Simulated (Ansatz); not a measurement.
A nudged elastic band was laid between two geometries of BH4NO (7 atoms, charge 0, multiplicity 1).

These are results of Ansatz, RKS PBE0/def2-SVP, not measurements.

* movable images: 7
* climbing image: yes
* spring: 5.0 eV/Å²
* optimiser: quadratic models (default)
* start path: through a guess of the saddle point
* force threshold: 0.05 eV/Å
* iteration limit: 60
* end points: relaxed

Image 0:

```xyz
7
Properties=species:S:1:pos:R:3
B 0.411 -0.033 0.020
N 0.625 -0.077 1.409
H -0.081 -0.303 2.099
H 1.531 0.121 1.810
H 1.334 0.250 -0.709
O -0.787 -0.291 -0.581
H -1.492 -0.514 0.034
```

Image 8:

```xyz
7
Properties=species:S:1:pos:R:3
B -1.434 -0.589 -1.627
N 0.815 0.091 1.301
H 0.355 0.526 2.101
H 1.368 -0.689 1.657
H 1.469 0.776 0.921
O -0.852 -0.622 -0.506
H -0.179 -0.340 0.234
```

**Question.** What changes between the two ends?

**Answer.** Bonds broken: B1–N2, B1–H5. Bonds formed: N2–H5. BH4NO becomes BHO + H3N.

**Question.** Give the energies along the band, and the barrier.

**Answer.** The forces met the threshold. The highest image is number 5 of 0 to 8, 90.0 kcal/mol above the first end and 19.0 kcal/mol above the last; the last end lies 71.0 kcal/mol above the first. Neighbouring images differ by up to 2.8 eV, so the band resolves the path poorly. A vibrational analysis at the climbing image gives one clearly imaginary mode, 155i cm⁻¹: a first-order saddle point. The orbitals stay closed-shell, which can raise the energy where a bond breaks towards radicals; this wasn't checked here.

```tsv
image	path coordinate (Å)	energy (kcal/mol)	B1–N2 (Å)	B1–H5 (Å)	N2–H5 (Å)
0	0.00	0.0	1.41	1.21	2.26
1	1.58	10.9	1.44	1.23	2.35
2	3.15	17.8	1.40	1.21	2.03
3	4.72	83.3	1.71	2.26	1.03
4	6.28	86.8	2.17	2.47	1.02
5	7.85	90.0	3.17	2.56	1.02
6	9.15	86.9	3.14	2.61	1.02
7	10.45	77.1	3.27	2.95	1.02
8	11.76	71.0	3.75	4.10	1.02
```

**Question.** What is the geometry of the highest image?

**Answer.** 
```xyz
7
Properties=species:S:1:pos:R:3:forces:R:3
B -0.523 -0.072 -0.952 0.00 0.00 -0.01
N 1.190 0.140 1.703 0.00 0.00 0.00
H 1.275 0.997 2.248 0.00 0.00 0.00
H 1.991 -0.435 1.962 0.00 0.00 0.00
H 1.344 0.411 0.730 0.00 0.00 0.00
O -1.648 -0.584 -0.570 0.00 0.00 0.01
H -2.087 -1.304 -1.040 0.00 0.00 -0.01
```

Run time: 11 min on 1 thread of Intel(R) Xeon(R) Platinum 8259CL CPU @ 2.50GHz (Skylake/Cascade Lake), with other jobs on the host, peak memory 0.13 GiB.
